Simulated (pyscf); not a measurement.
**Substitution at C: Cl⁻ (SMILES [Cl-]) + Cl–CH₂–Cl (SMILES ClCCl) → Cl–CH₂–Cl (SMILES ClCCl) + Cl⁻ (SMILES [Cl-])**

Gas phase, singlet surface, charge -1. Bonds broken: Cl2–C3. Bonds formed: Cl1–C3. Structures and frequencies: ωB97X-D3(BJ)/def2-SVPD in PySCF. Correlated levels are frozen-core, on RHF or UHF. ΔMP2 is the change of the MP2 total energy from the triple- to the quadruple-zeta basis.

Transition state (Å):

```xyz
6

Cl     1.1782    -0.6767    -0.6315
Cl    -2.9394     0.4368     1.2402
C     -1.0631    -0.2002    -0.0496
Cl    -1.8346    -0.5412    -1.5435
H     -0.9581    -1.0060     0.6611
H     -0.7134     0.8069     0.1208
```

One imaginary mode, 498i cm⁻¹; descent along it reached the two sides named, in the forms told below.

| bond | change | reactant side (Å) | saddle | product side |
|---|---|---|---|---|
| Cl2–C3 | breaks | 1.782 | 2.364 | 3.3 |
| Cl1–C3 | forms | 3.3 | 2.364 | 1.782 |

Electronic energies relative to the separated reactants (eV):

```json
[
 {"level": "ωB97X-D3(BJ)/def2-TZVPD", "barrier": "0.34", "reaction energy": "0.00", "reverse barrier": "0.34"},
 {"level": "PBE/def2-TZVPD", "barrier": "-0.04", "reaction energy": "0.00", "reverse barrier": "-0.04"},
 {"level": "r²SCAN/def2-TZVPD", "barrier": "-0.04", "reaction energy": "0.00", "reverse barrier": "-0.04"},
 {"level": "B3LYP-D3(BJ)/def2-TZVPD", "barrier": "0.04", "reaction energy": "0.00", "reverse barrier": "0.04"},
 {"level": "PBE0-D3(BJ)/def2-TZVPD", "barrier": "0.14", "reaction energy": "0.00", "reverse barrier": "0.14"},
 {"level": "M06-2X/def2-TZVPD", "barrier": "0.25", "reaction energy": "0.00", "reverse barrier": "0.25"},
 {"level": "ωB97M-D3(BJ)/def2-TZVPD", "barrier": "0.30", "reaction energy": "0.00", "reverse barrier": "0.30"},
 {"level": "HF/def2-TZVPD", "barrier": "0.65", "reaction energy": "0.00", "reverse barrier": "0.65"},
 {"level": "MP2/def2-QZVPPD", "barrier": "0.32", "reaction energy": "0.00", "reverse barrier": "0.32"},
 {"level": "CCSD/def2-TZVPPD", "barrier": "0.40", "reaction energy": "0.00", "reverse barrier": "0.40"},
 {"level": "CCSD(T)/def2-TZVPPD", "barrier": "0.26", "reaction energy": "0.00", "reverse barrier": "0.26"},
 {"level": "CCSD(T)/def2-TZVPPD + ΔMP2(QZVPPD)", "barrier": "0.27", "reaction energy": "0.00", "reverse barrier": "0.27"}
]
```

With CCSD(T)/def2-TZVPPD + ΔMP2(QZVPPD) energies and thermal terms (ideal gas, 1 atm, RRHO with modes under 100 cm⁻¹ raised to 100, one conformer, R ln 2 for rigid chiral ones), in eV:

```tsv
T (K)	ΔH‡	ΔG‡	ΔH	ΔG
298	0.22	0.54	0.00	0.00
600	0.22	0.86	0.00	0.00
900	0.22	1.17	0.00	0.00
1200	0.21	1.49	0.00	0.00
```

On the reactant side the descent ends in a bound adduct, 0.59 eV under the separated species and 0.93 eV under the saddle at ωB97X-D3(BJ)/def2-TZVPD. On the product side the descent ends in a bound adduct, 0.59 eV under the separated species and 0.93 eV under the saddle at ωB97X-D3(BJ)/def2-TZVPD. At PBE, r²SCAN the saddle lies under the separated reactants, which points to a path from their complex (located at ωB97X-D3(BJ) alone). At PBE, r²SCAN the saddle lies under the separated products, which points to a path from their complex (located at ωB97X-D3(BJ) alone). This is the saddle that the search found; another between the same sides may lie lower. The angle at the attacked C is 160°. The CCSD(T) − MP2 part came from Ansatz, without density fitting, on the same reference.
